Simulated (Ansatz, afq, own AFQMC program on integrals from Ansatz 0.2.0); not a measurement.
Where AFQMC and coupled cluster stand for BSiH₃, singlet

```xyz
5

Si    0.0000    0.0000    0.5052
B     0.0000    0.0000   -1.3160
H     0.0000    1.2660    1.2662
H     0.0000   -1.2660    1.2662
H     0.0000    0.0000   -2.4954
```

Connectivity, by distances: SiH2–BH.

Basis cc-pVDZ. Noble-gas cores (and the filled d shells of Ga–Kr and In–Xe) are frozen. Ansatz 0.2.0 and our own AFQMC program on the same integrals; the CISD trial comes from CCSD amplitudes, and released means the phaseless constraint is let go. Error bars are statistical, one sigma.

Determinant: RHF, the one that the program's search chose, which needn't be the lowest solution. The geometry is a point of a scan.

No full CI on the walks' own integrals is used here; CCSDT(Q) serves as the reference and is uncertain by about the last step of the cluster series.

Cautions: restricted determinant unstable towards unrestricted (UHF 31 meV lower, ⟨S²⟩ 0.26).

```
T1 diagnostic                               : 0.0172
weight of the determinant in the CISD state : 0.864
size of the correlated space                : 10 electrons in 41 orbitals
```

```json
{"level": "MP2", "correlation energy (eV)": "-4.6840"}
{"level": "CCSD", "correlation energy (eV)": "-5.7440"}
{"level": "CCSD(T)", "correlation energy (eV)": "-5.9472"}
```

Problem. Estimate where AFQMC with the constraint released lies against CCSD(T) on the same integrals.

Solution. 1.87 ± 0.59 mEh below CCSD(T).

Reference: CCSDT(Q), correlation energy -5.996 eV. The released energy is read at 2.40 1/Eh (meV from the phaseless value at times in 1/Eh: -1 ± 13 at 0.24, -7 ± 14 at 0.51, -17 ± 15 at 0.99, -12 ± 11 at 1.62, -25 ± 16 at 2.40).

| level | E − E(reference) (mEh) | share of correlation (%) |
| --- | --- | --- |
| CCSD(T) | 1.80 | 99.18 |
| CCSDT | 0.45 | 99.79 |
| ph-AFQMC/HF | -7.48 ± 2.19 | 103.40 |
| ph-AFQMC/CISD | 0.83 ± 0.59 | 99.62 |
| released AFQMC | -0.08 ± 0.59 | 100.04 |

A walk keeps the symmetry of its determinant, which the program's search chose and which needn't be the lowest solution, so a lower state of the same spin and another symmetry isn't excluded. Released energies are given only where the last usable release times agree within the noise; a slower fall can still hide under it.
